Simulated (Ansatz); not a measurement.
Write a Python script for Ansatz's Python interface that makes a ranking of conformers of C3H5NS, SMILES N=CCC=S. Use (for the species named): Hartree-Fock, 6-31G* basis, multiplicity 1.

Script `conformers_c3h5ns.py`:
```python
# -*- coding: utf-8 -*-
"""Rank force-field conformers of C3H5NS by single points."""

import ansatz as az
from rdkit import Chem
from rdkit.Chem import AllChem


def main():
    rd = Chem.AddHs(Chem.MolFromSmiles("N=CCC=S"))
    ids = list(AllChem.EmbedMultipleConfs(rd, numConfs=20, randomSeed=968, pruneRmsThresh=0.4))
    field = [energy for _, energy in AllChem.MMFFOptimizeMoleculeConfs(rd)]
    distinct = {round(e, 2): i for i, e in zip(ids, field)}
    chosen = sorted(distinct.items())[:3]
    found = []
    for force_field, index in chosen:
        c3h5ns = az.Crystal.molecule()
        for atom, xyz in zip(rd.GetAtoms(), rd.GetConformer(index).GetPositions()):
            c3h5ns = c3h5ns.atom(atom.GetSymbol(), xyz.round(5).tolist())
        model = c3h5ns.calculation().basis(gaussian="6-31G*").functional("hf")
        found.append(model.run(threads=1).report["free_energy_ev"])
    print("conformer   MMFF (kcal/mol)   this level (eV)")
    for (force_field, index), e in zip(chosen, found):
        print(f"{index:9d} {force_field - chosen[0][0]:17.2f} {(e - min(found)):17.3f}")


if __name__ == "__main__":
    main()
```

```console
$ python conformers_c3h5ns.py
conformer   MMFF (kcal/mol)   this level (eV)
        3              0.00             0.009
        1              0.61             0.000
        4              2.42             0.108
```

The conformers keep their force-field geometries. Finished in 3.7 s on 1 thread of Arm Neoverse V1, with other jobs on the host, peak memory 0.27 GiB.
